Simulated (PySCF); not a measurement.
# C₃H₃F₃: electronic excitations and core binding energies

Aim: predict the electronic excitations and core binding energies of C₃H₃F₃ (`C=C(F)C(F)F`).

Programs: PySCF 2.14.0, with density-fitted response routines of our own. Each step states its level of theory. These are calculated values for one molecule in the gas phase, unless marked as measured. Atoms are numbered from 0 throughout.

**1. The molecule as given**

9 atoms, charge 0, multiplicity 1; geometry from: GFN2-xTB.

Bonds of the start (Å): C0–C1 1.32, C1–F2 1.35, C1–C3 1.51, C3–F4 1.35, C3–F5 1.36, C0–H6 1.07, C0–H7 1.07, C3–H8 1.10.

**2. Ultraviolet spectrum: CAM-B3LYP/def2-SVPD**

The job: settings as JSON, then the geometry in Å.

```
{"job": {"kind": "uv", "xc": "CAM-B3LYP", "basis": "def2-SVPD", "nstates": 8, "ntriplets": 3}, "charge": 0, "multiplicity": 1}
C     -1.362814    -0.131872    -0.307290
C     -0.277529     0.477745     0.125797
F     -0.306850     1.737093     0.602696
C      1.107800    -0.120400     0.150338
F      1.445700    -0.594013    -1.073015
F      1.159167    -1.186105     0.987286
H     -1.300945    -1.136554    -0.682357
H     -2.321474     0.353817    -0.296659
H      1.870508     0.606282     0.468024
```

With the program's defaults for keys left out, this is: TDDFT CAM-B3LYP/def2-SVPD, vertical, gas phase, core orbitals frozen in the response.

The run is started by

```sh
OMP_NUM_THREADS=1 python probes_run.py task.json out
```

The driver reads the jobs from task.json and runs them one after another.

**Question.** This job is followed by: delta-SCF UKS SCAN, pcX-2 on the ionised atom, pcseg-1 elsewhere, spin-free X2C. What will the session give for the following? lowest singlet (CAM-B3LYP/def2-SVPD); lowest triplet; surface potential, 1st and 99th percentile; C1s binding energies, SCAN/pcX-2; F1s binding energies, SCAN/pcX-2.

**Answer**, as computed:

| quantity | value |
| --- | --- |
| lowest singlet (CAM-B3LYP/def2-SVPD) | 7.24 eV (171 nm), f = 0.307 |
| lowest triplet | 4.18 eV |
| surface potential, 1st and 99th percentile | -0.66 V and 1.39 V |
| C1s binding energies, SCAN/pcX-2 | C3 296.34, C1 293.74, C0 291.16 eV |
| F1s binding energies, SCAN/pcX-2 | F2 693.67, F4 693.58 eV |

The first singlet state (HOMO→LUMO 0.97) lies at 7.24 eV and is bright. The lowest triplet lies 3.06 eV below the lowest singlet (triplets in Tamm-Dancoff, singlets in full TDDFT). C3 (allylic sp3 CH bonded to 2 F) binds its C1s electron 5.18 eV more tightly than C0 (terminal =CH2 carbon). F2 (vinylic fluorine) binds its F1s electron 0.09 eV more tightly than F4 (fluorine of a CF2 group).
